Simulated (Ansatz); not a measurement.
A CCSD(T) single point on C7H8 (`C=C1C=CC=CC1`).

```yaml
crystal:
  periodic: [false, false, false]
  atoms:
    - {symbol: C, position_ang: [0.279374, -1.850009, 1.315786]}
    - {symbol: C, position_ang: [0.158669, -0.765764, 0.540603]}
    - {symbol: C, position_ang: [1.307809, -0.225841, -0.161743]}
    - {symbol: C, position_ang: [1.219681, 0.849248, -0.958982]}
    - {symbol: C, position_ang: [-0.043850, 1.535542, -1.162869]}
    - {symbol: C, position_ang: [-1.153850, 1.118421, -0.554008]}
    - {symbol: C, position_ang: [-1.170061, -0.059552, 0.365056]}
    - {symbol: H, position_ang: [-0.566718, -2.271339, 1.847278]}
    - {symbol: H, position_ang: [1.236241, -2.344346, 1.437214]}
    - {symbol: H, position_ang: [2.258291, -0.730624, -0.022323]}
    - {symbol: H, position_ang: [2.102079, 1.220261, -1.468267]}
    - {symbol: H, position_ang: [-0.070238, 2.396596, -1.821278]}
    - {symbol: H, position_ang: [-2.094726, 1.636164, -0.709951]}
    - {symbol: H, position_ang: [-1.541646, 0.266621, 1.344824]}
    - {symbol: H, position_ang: [-1.921048, -0.775359, 0.008680]}
basis:
  gaussian: {orbitals: def2-SVP}
correlation: {method: ccsd_t}
```

```sh
$ ansatz run in.yaml --threads 2 --pin off --events-out ev --progress --plain --max-ram 32768MiB --backend cuda --devices 0, --max-vram 18GiB
```

Output of Ansatz, abridged:

```
Functional definition: HF
1430 factors; integrals over basis functions are off by at most 1.5e-3 eV
mean field evaluation 1: about -7329.3706 eV, gradient 3.4e1 eV
mean field evaluation 2: about -7329.3839 eV, gradient 3.4e1 eV
mean field evaluation 4: about -7333.1238 eV, gradient 3.6e0 eV
mean field evaluation 8: about -7333.1721 eV, gradient 8.8e-2 eV
mean field evaluation 16: about -7333.1591 eV, gradient 6.8e-1 eV
mean field -7333.17220789 eV, -269.4891080373 hartree, gradient 1.6e-6 eV, S^2 0.000000; 0 other end points of the search recorded, 0 dependent functions left out; unrestricted orbitals would lower it
7 core orbitals not correlated: weight in the atoms' cores, before any rotation towards them, 1.000 or more for the frozen orbitals, at most 0.000 for the correlated occupied ones
reference -7333.17220789 eV, -269.4891080373 hartree; 18, 18 occupied and 113, 113 virtual orbitals, 1430 factors
second order -25.00365805 eV of doubles, -0.00000000 eV of singles
cycle   1  -25.79382849 eV  change   -7.9e-1 eV  update   1.2e-1
cycle   2  -26.51053758 eV  change   -7.2e-1 eV  update   3.9e-2
cycle   3  -26.67666540 eV  change   -1.7e-1 eV  update   1.8e-2
cycle   4  -26.67952997 eV  change   -2.9e-3 eV  update   6.1e-3
cycle   5  -26.68134483 eV  change   -1.8e-3 eV  update   2.5e-3
cycle   6  -26.68165571 eV  change   -3.1e-4 eV  update   8.2e-4
cycle   7  -26.68140813 eV  change    2.5e-4 eV  update   4.1e-4
cycle   8  -26.68141201 eV  change   -3.9e-6 eV  update   1.8e-4
cycle   9  -26.68139962 eV  change    1.2e-5 eV  update   7.4e-5
cycle  10  -26.68136202 eV  change    3.8e-5 eV  update   2.5e-5
perturbative correction -1.09664414 eV, -0.0403009290 hartree
Total energy: -7360.95021405 eV, -270.5099309351 hartree
```

Run time 9.5 s (2 threads of an AMD EPYC 7R13 on a shared host and a share of an NVIDIA H100 80 GB); peak host memory 0.78 GiB.

MP2 recovers 90.0 % of the CCSD(T) correlation energy and the triples give 3.9 %; T1 = 0.0111.
